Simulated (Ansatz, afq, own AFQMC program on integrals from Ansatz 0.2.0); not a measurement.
# BH₃S, triplet: AFQMC among the cluster methods

```xyz
5

B    -2.0853    0.0000    0.0000
H    -2.6820    1.0336    0.0000
H    -2.6820   -1.0336    0.0000
H    -0.6043    0.0000    0.0000
S     0.8907    0.0000    0.0000
```

Connectivity, by distances: BH2 ··· S, 1 bridging H.

Basis cc-pVTZ. Only valence electrons are correlated. Integrals, coupled cluster, full CI and functionals: Ansatz 0.2.0; the random walks run on the same integrals in our own AFQMC program. ph-AFQMC/CISD is guided by a CISD state made of CCSD amplitudes; releasing the constraint for a short imaginary time cuts its bias at the price of noise, slowly where states lie close. ± is one standard error of the sampling.

Determinant: UHF, the one that the program's search chose, which needn't be the lowest solution. The geometry is a point of a scan.

No full CI on the walks' own integrals is used here. The released AFQMC energy serves as the reference, which it does only where one determinant dominates, the energy is flat over the last release times and near the phaseless one (40 meV or 2 meV an electron, half that with transition metals). On small molecules, where full CI could be run and the noise was under 10 meV, such values lay within 10 meV of it in 19 cases of 20, a flattering rate, since the rule was set on those same cases; what remains of the bias isn't in the error bar.

Cautions: lower spins were not checked; the released value is read at 1.62 1/Eh, later times being too noisy (meV from the phaseless value at times in 1/Eh: -18 ± 4 at 0.24, -19 ± 4 at 0.51, -22 ± 4 at 0.99, -23 ± 5 at 1.62, -58 ± 19 at 2.40).

The T1 diagnostic is 0.0153, the weight of the determinant in the CISD state is 0.868 and the ⟨S²⟩ of the determinant is 2.038. The size of the correlated space is 12 electrons in 100 orbitals.

```json
{"level": "MP2", "correlation energy (eV)": "-6.7727"}
{"level": "CCSD", "correlation energy (eV)": "-7.9342"}
{"level": "CCSD(T)", "correlation energy (eV)": "-8.2125"}
```

Problem. Estimate where AFQMC with the constraint released lies against CCSD(T) on the same integrals.

Solution. 46.8 ± 5.3 meV below CCSD(T).

Reference: AFQMC with the constraint released, correlation energy -8.259 ± 0.005 eV.

```tsv
level	E − E(reference) (meV)	share of correlation (%)
CCSD(T)	46.8 ± 5.3	99.43
ph-AFQMC/HF	136.1 ± 26.8	98.35
ph-AFQMC/CISD	22.6 ± 7.1	99.73
```

A walk keeps the symmetry of its determinant, which the program's search chose and which needn't be the lowest solution, so a lower state of the same spin and another symmetry isn't excluded. Released energies are given only where the last usable release times agree within the noise; a slower fall can still hide under it.
